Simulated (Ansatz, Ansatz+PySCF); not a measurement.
```xyz
2

Si    0.0000    0.0000   -0.0945
H     0.0000    0.0000    1.3229
```

Basis set: cc-pVTZ (spherical functions). Correlated methods keep 5 orbitals frozen. Charge 0, multiplicity 2.

Computed with Ansatz (development build ahead of 0.2.0); each method stands on the lowest determinant of its kind that the runs found.

The atomization energy at this shape (free ground-state atoms in the same class of orbitals less the molecule, no zero-point energy) of doublet SiH:

| method | atomization energy |
| --- | --- |
| UHF-MP2 | 2.78 eV |

(1) What does UHF give?

Results:

(1) 2.16 eV.
